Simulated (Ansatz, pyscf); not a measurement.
H₂N–Al [singlet] + methane (CH₄) → H₃C–Al [singlet] + ammonia (NH₃), a four-centre exchange on the singlet surface: Al–N, C–H broken, Al–C, H–N formed. PySCF, gas phase, ωB97X-D3(BJ)/def2-SVP geometries. Wave-function energies: Ansatz (a quantum-chemistry and plane-wave program), frozen core, RHF or UHF references. In kJ/mol, from the separated reactants.

Cost: rough CPU time of the saddle's run relative to CCSD(T)/cc-pV(D+d)Z, from one job on a shared machine, with the HF step and its search for lower states.

| level | barrier | reaction energy | cost |
|---|---|---|---|
| M06-2X/def2-TZVP | 175.95 | +125.81 | – |
| ωB97X-D3(BJ)/def2-TZVP | 176.42 | +119.04 | – |
| CCSD(T)/cc-pV(D+d)Z | 187.59 | +120.08 | 1 |
| CCSDT(Q)/cc-pV(D+d)Z | (withheld) | (withheld) | 200 |
| CCSD(T)/cc-pV(T+d)Z | 184.58 | +121.11 | 9 |
| CCSD(T)/cc-pV(Q+d)Z | (withheld) | +120.99 | – |

Problem. Some entries are withheld; supply them.

Solution. 
- CCSDT(Q)/cc-pV(D+d)Z, barrier: 186.92
- CCSDT(Q)/cc-pV(D+d)Z, reaction energy: +120.41
- CCSD(T)/cc-pV(Q+d)Z, barrier: 184.85

In cc-pV(D+d)Z, going from CCSD(T) to CCSDT(Q) shifts the barrier by -0.67 and the reaction energy by +0.33 kJ/mol. With HF in the quadruple-zeta basis and the correlation energy extrapolated as X⁻³ from X = 3, 4, CCSD(T) gives 183.81 and +120.67; adding the double-zeta shift gives ΔE‡ = 183.14 and ΔE = +121.00 kJ/mol, without core correlation, relativity or geometry relaxation at these levels. On the product side the descent ends in an adduct with a Al–N contact (not fully relaxed), 56.98 kJ/mol under the separated species and 114.36 kJ/mol under the saddle at ωB97X-D3(BJ)/def2-TZVP. What is counted as broken (Al–N) persists as a longer contact in the product adduct; parting that adduct is a step of its own. This is the saddle that the search found; another between the same sides may lie lower.
